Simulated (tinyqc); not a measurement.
UHF in the sto-6g basis, for H2O, spin multiplicity 3, step by step. One step of it, computed by the program tinyqc.

Problem. Iteration 10 (converged): orbitals. Diagonalise F' = X^T F X, C = X C', fill 6 alpha and 4 beta electrons from the bottom; D(s) = C_occ C_occ^T. Each column has its largest component positive (the first on a tie).

converged F(alpha) (hartree):
```
             1O 1s      1O 2s     1O 2px     1O 2py     1O 2pz      2H 1s      3H 1s
1O 1s   -20.673783  -5.011529   0.000000   0.000000  -0.009700  -0.821902  -0.821902
1O 2s    -5.011529  -2.505508   0.000000   0.000000  -0.106914  -0.777309  -0.777309
1O 2px    0.000000   0.000000  -0.617927   0.000000   0.000000   0.000000   0.000000
1O 2py    0.000000   0.000000   0.000000  -0.352205   0.000000  -0.349740   0.349740
1O 2pz   -0.009700  -0.106914   0.000000   0.000000  -0.595709  -0.277321  -0.277321
2H 1s    -0.821902  -0.777309   0.000000  -0.349740  -0.277321  -0.507792  -0.311277
3H 1s    -0.821902  -0.777309   0.000000   0.349740  -0.277321  -0.311277  -0.507792
```

converged F(beta) (hartree):
```
             1O 1s      1O 2s    1O 2px     1O 2py     1O 2pz      2H 1s      3H 1s
1O 1s   -20.625405  -4.965969  0.000000   0.000000  -0.007371  -0.814033  -0.814033
1O 2s    -4.965969  -2.260493  0.000000   0.000000   0.000333  -0.736871  -0.736871
1O 2px    0.000000   0.000000  0.289592   0.000000   0.000000   0.000000   0.000000
1O 2py    0.000000   0.000000  0.000000  -0.386868   0.000000  -0.325820   0.325820
1O 2pz   -0.007371   0.000333  0.000000   0.000000  -0.357601  -0.298640  -0.298640
2H 1s    -0.814033  -0.736871  0.000000  -0.325820  -0.298640  -0.249359  -0.246694
3H 1s    -0.814033  -0.736871  0.000000   0.325820  -0.298640  -0.246694  -0.249359
```

X:
```
            1O 1s      1O 2s    1O 2px     1O 2py     1O 2pz      2H 1s      3H 1s
1O 1s    1.022253  -0.131705  0.000000   0.000000  -0.006904   0.016699   0.016699
1O 2s   -0.131705   1.144653  0.000000   0.000000   0.070909  -0.210307  -0.210307
1O 2px   0.000000   0.000000  1.000000   0.000000   0.000000   0.000000   0.000000
1O 2py   0.000000   0.000000  0.000000   1.061912   0.000000  -0.161156   0.161156
1O 2pz  -0.006904   0.070909  0.000000   0.000000   1.040619  -0.120894  -0.120894
2H 1s    0.016699  -0.210307  0.000000  -0.161156  -0.120894   1.120796  -0.067897
3H 1s    0.016699  -0.210307  0.000000   0.161156  -0.120894  -0.067897   1.120796
```

Give: F' = X^T F X; orbital energies; coefficients C; F' = X^T F X; orbital energies; coefficients C; D(alpha) after iteration 10; D(beta) after iteration 10.

Solution.

F' = X^T F X (alpha) (hartree):
```
          1        2        3        4        5        6        7
1  -20.3478  -2.4999   0.0000   0.0000  -0.0199  -0.1181  -0.1181
2   -2.4999  -1.5490   0.0000   0.0000  -0.0120  -0.3039  -0.3039
3    0.0000   0.0000  -0.6179   0.0000   0.0000   0.0000   0.0000
4    0.0000   0.0000   0.0000  -0.1680   0.0000  -0.3617   0.3617
5   -0.0199  -0.0120   0.0000   0.0000  -0.5299  -0.1703  -0.1703
6   -0.1181  -0.3039   0.0000  -0.3617  -0.1703  -0.1775  -0.1496
7   -0.1181  -0.3039   0.0000   0.3617  -0.1703  -0.1496  -0.1775
```

orbital energies (alpha) (hartree): MO1 -20.6770, MO2 -1.3887, MO3 -0.6253, MO4 -0.6179, MO5 -0.6143, MO6 -0.0629, MO7 0.4183

coefficients C (alpha):
```
            MO1      MO2      MO3     MO4      MO5      MO6      MO7
1O 1s    0.9967  -0.2383   0.0661  0.0000   0.0000   0.0917   0.0000
1O 2s    0.0149   0.9558  -0.3458  0.0000   0.0000  -0.6227   0.0000
1O 2px   0.0000   0.0000   0.0000  1.0000   0.0000   0.0000   0.0000
1O 2py   0.0000   0.0000   0.0000  0.0000   0.6503   0.0000   0.8699
1O 2pz   0.0017   0.1212   0.8493  0.0000   0.0000  -0.6174   0.0000
2H 1s   -0.0028   0.0720   0.2183  0.0000   0.4312   0.7487  -0.7393
3H 1s   -0.0028   0.0720   0.2183  0.0000  -0.4312   0.7487   0.7393
```

F' = X^T F X (beta) (hartree):
```
          1        2       3        4        5        6        7
1  -20.3047  -2.4931  0.0000   0.0000  -0.0358  -0.1102  -0.1102
2   -2.4931  -1.2306  0.0000   0.0000   0.1667  -0.4024  -0.4024
3    0.0000   0.0000  0.2896   0.0000   0.0000   0.0000   0.0000
4    0.0000   0.0000  0.0000  -0.2134   0.0000  -0.3615   0.3615
5   -0.0358   0.1667  0.0000   0.0000  -0.2362  -0.2883  -0.2883
6   -0.1102  -0.4024  0.0000  -0.3615  -0.2883   0.1356  -0.0902
7   -0.1102  -0.4024  0.0000   0.3615  -0.2883  -0.0902   0.1356
```

orbital energies (beta) (hartree): MO1 -20.6277, MO2 -1.1565, MO3 -0.5502, MO4 -0.4857, MO5 0.2896, MO6 0.5439, MO7 0.5626

coefficients C (beta):
```
            MO1      MO2      MO3      MO4     MO5      MO6      MO7
1O 1s    0.9972  -0.2323   0.0000   0.0558  0.0000   0.1067   0.0000
1O 2s    0.0124   0.9244   0.0000  -0.3213  0.0000  -0.6805   0.0000
1O 2px   0.0000   0.0000   0.0000   0.0000  1.0000   0.0000   0.0000
1O 2py   0.0000   0.0000   0.7614   0.0000  0.0000   0.0000  -0.7745
1O 2pz   0.0013   0.0109   0.0000   0.8145  0.0000  -0.6736   0.0000
2H 1s   -0.0022   0.1166   0.3278   0.2697  0.0000   0.7260   0.7906
3H 1s   -0.0022   0.1166  -0.3278   0.2697  0.0000   0.7260  -0.7906
```

D(alpha) after iteration 10:
```
          1O 1s    1O 2s  1O 2px   1O 2py   1O 2pz    2H 1s    3H 1s
1O 1s    1.0630  -0.2929  0.0000   0.0000  -0.0276   0.0632   0.0632
1O 2s   -0.2929   1.4211  0.0000   0.0000   0.2067  -0.4729  -0.4729
1O 2px   0.0000   0.0000  1.0000   0.0000   0.0000   0.0000   0.0000
1O 2py   0.0000   0.0000  0.0000   0.4229   0.0000   0.2804  -0.2804
1O 2pz  -0.0276   0.2067  0.0000   0.0000   1.1172  -0.2681  -0.2681
2H 1s    0.0632  -0.4729  0.0000   0.2804  -0.2681   0.7993   0.4275
3H 1s    0.0632  -0.4729  0.0000  -0.2804  -0.2681   0.4275   0.7993
```

D(beta) after iteration 10:
```
          1O 1s    1O 2s  1O 2px   1O 2py   1O 2pz    2H 1s    3H 1s
1O 1s    1.0516  -0.2203  0.0000   0.0000   0.0442  -0.0143  -0.0143
1O 2s   -0.2203   0.9580  0.0000   0.0000  -0.2517   0.0211   0.0211
1O 2px   0.0000   0.0000  0.0000   0.0000   0.0000   0.0000   0.0000
1O 2py   0.0000   0.0000  0.0000   0.5797   0.0000   0.2496  -0.2496
1O 2pz   0.0442  -0.2517  0.0000   0.0000   0.6635   0.2209   0.2209
2H 1s   -0.0143   0.0211  0.0000   0.2496   0.2209   0.1938  -0.0212
3H 1s   -0.0143   0.0211  0.0000  -0.2496   0.2209  -0.0212   0.1938
```
